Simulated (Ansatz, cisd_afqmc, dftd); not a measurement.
Reaction: CH3O (SMILES C[O], doublet) → CH3O- (SMILES C[O-]) (an electron is taken up)
Each species at its own B3LYP-D3(BJ)/def2-TZVP minimum (Ansatz, a quantum-chemistry and plane-wave program).

Property: adiabatic electron affinity (electronic), positive where energy is released, in eV. Open shells are spin-unrestricted; no spin-orbit coupling. Cores are frozen in correlated methods. Rows without X2C or -DK are non-relativistic. The Monte Carlo rows (phaseless AFQMC, CISD trial, step 0.005/hartree) carry one-sigma bars that omit the constraint's bias. Outlying blocks are dropped, and bars are widened where a walk drifts. Over all cases where full CI ran beside it in this data, AFQMC minus full CI had a median of +0.1 mEh and passed +0.4 mEh in a tenth of the cases. CBS(X,Y): correlation extrapolated as X^-3, Hartree-Fock from the larger set. A bracket is a step between two methods taken in the basis named. The functionals are non-relativistic, so their misses hold any scalar relativity. Double hybrids freeze cores in their MP2 part. '+ core + X2C': CCSD(T) terms for core correlation (cc-pwCVTZ) and scalar relativity (cc-pVTZ-DK). def2-TZVPD holds few diffuse functions, which lowers the functionals' binding of the extra electron.

| level | program | adiabatic electron affinity (eV) | difference against the last row |
|---|---|---|---|
| HF/aug-cc-pVDZ | Ansatz | -0.32 | -1.86 |
| HF/aug-cc-pVTZ | Ansatz | -0.36 | -1.90 |
| PBE-D3(BJ)/def2-TZVPD | Ansatz + dftd3 | 1.56 | 0.02 |
| PBE/def2-TZVPD | Ansatz | 1.56 | 0.02 |
| B3LYP/def2-TZVPD | Ansatz | 1.49 | -0.05 |
| PBE0-D4/def2-TZVPD | Ansatz + dftd4 | 1.35 | -0.19 |
| B2GP-PLYP-D4/def2-TZVPD | Ansatz + dftd4 | 1.45 | -0.09 |
| MP2/aug-cc-pVDZ | Ansatz | 1.68 | 0.14 |
| CCSD(T)/aug-cc-pVTZ | Ansatz | 1.45 | -0.09 |
| CCSD(T)/aug-cc-pVQZ | Ansatz | 1.50 | -0.04 |
| CCSD(T)/CBS(aug-cc-pVTZ,aug-cc-pVQZ) | Ansatz | 1.54 | 0.00 |
| CCSDT(Q)/aug-cc-pVDZ | Ansatz | 1.37 | -0.17 |
| AFQMC/CISD/aug-cc-pVDZ | cisd_afqmc | 1.37 ± 0.02 | -0.17 |
| CCSD(T)/CBS(aug-cc-pVTZ,aug-cc-pVQZ) + [CCSDT(Q) - CCSD(T)]/aug-cc-pVDZ + core + X2C | Ansatz | 1.54 | 0.00 |
